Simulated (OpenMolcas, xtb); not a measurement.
## BSiH4 (SMILES B[SiH2]): methods side by side

BSiH4: 6 atoms, total charge 0, spin state doublet. As SMILES, `B[SiH2]`. The coordinates come from a GFN2-xTB relaxation.

Quantity: the dipole moment, in D. The values are calculated.

| level | kind | program | value (D) | CPU time |
| --- | --- | --- | --- | --- |
| GFN2-xTB | semi-empirical | xtb | 0.82 | under 2 s |
| GFN1-xTB | semi-empirical | xtb | 1.64 | under 2 s |
| UHF/STO-3G | Hartree–Fock | OpenMolcas | 0.62 | 2.1 s |
| UHF/def2-SVP | Hartree–Fock | OpenMolcas | 0.54 | 3 s |
| ROHF/pc-2 (Cholesky decomposition) | Hartree–Fock | OpenMolcas | ? | 13 s |
| USVWN5/6-311G** | LDA | OpenMolcas | 1.03 | 16 s |
| UB3LYP/6-31G* (spherical functions) | global hybrid | OpenMolcas | 0.73 | 16 s |
| UB3LYP/6-31G* (Cartesian functions) | global hybrid | OpenMolcas | 0.73 | 16 s |
| UB3LYP/6-31+G* (spherical functions) | global hybrid | OpenMolcas | 0.82 | 20 s |
| UM06-2X/cc-pVDZ | hybrid meta-GGA | OpenMolcas | ? | 28 s |

Task: Estimate what the levels marked ? give.

Result: As computed at these levels: ROHF/pc-2 (Cholesky decomposition): 0.68 D; UM06-2X/cc-pVDZ: 0.96 D. The values span 0.54 to 1.64 D. Magnitudes only: a small dipole may point the other way at some levels. Sets without polarisation functions give poor dipoles. CPU times are rough (shared hosts, several kinds of processor): they show what a rung costs within a factor of a few.
